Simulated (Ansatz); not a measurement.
Relaxed structures of CH₄BMg, doublet (PBE0-D4/def2-TZVP; forces vanish, vibrations not checked; lower isomers may exist, and structures with a doubtful reference or unclear bonds are left out; Å). Ansatz 0.2.0; basis: def2-TZVPP; cores frozen in the correlated methods; orbitals are unrestricted. The outer core shell of Li, Na, Mg and K is correlated. The def2 sets are not built for correlating such inner shells, so the correlated values are less sure here.

(1) Rank them by CCSD(T) energy, lowest first, and give each one's height above the lowest. Links in brackets join atoms within 1.22 times the sum of their covalent radii (1.1 for two metals). (An estimate is asked for; the value comes from the calculation.)
A.
CH₄BMg ([CH3][B][MgH])
```
7
angstrom
B -0.1729 -0.1432 -0.1416
Mg -2.0561 -1.0718 -0.7453
C 1.1081 0.5409 0.3451
H -3.5244 -1.7988 -1.2187
H 1.5029 1.3251 -0.3102
H 0.7797 1.0493 1.2694
H 1.9205 -0.1326 0.6399
```
B.
CH₄BMg ([BH2][Mg][CH2])
```
7
angstrom
B -1.8149 -1.5389 -1.1285
Mg -0.1639 -0.3621 -0.0831
C 1.3275 0.6952 0.8587
H -2.9837 -1.2630 -1.0492
H -1.6101 -2.5030 -1.8192
H 1.1812 1.5657 1.5042
H 2.3976 0.4788 0.7964
```
C.
CH₄BMg ([BH][Mg][CH3])
```
7
angstrom
B -2.3319 -1.2191 -0.8511
Mg -0.4750 -0.2506 -0.1737
C 1.2798 0.6682 0.4667
H -3.3401 -1.7460 -1.2190
H 1.6625 1.3764 -0.2756
H 1.1288 1.2297 1.3946
H 2.0759 -0.0585 0.6580
```

The T1 diagnostic stays at or below 0.011. ⟨S²⟩ of the unrestricted Hartree–Fock references: 0.76 (a pure state has 0.75).

Answers

(1) By the calculation: A (0.0 kJ/mol), C (25.4 kJ/mol), B (56.4 kJ/mol). Heights count from the lowest.

For scale, one of the runs: CCSD(T)/def2-TZVPP, 150 basis functions, launched by `ansatz run in.yaml --threads 2 --pin off --events-out ev --progress --plain --max-ram 4352MiB`. Time: 56 s of wall clock on 2 CPU threads of an Intel Xeon Platinum 8488C; the host was shared. Peak host memory: 2.6 GiB.
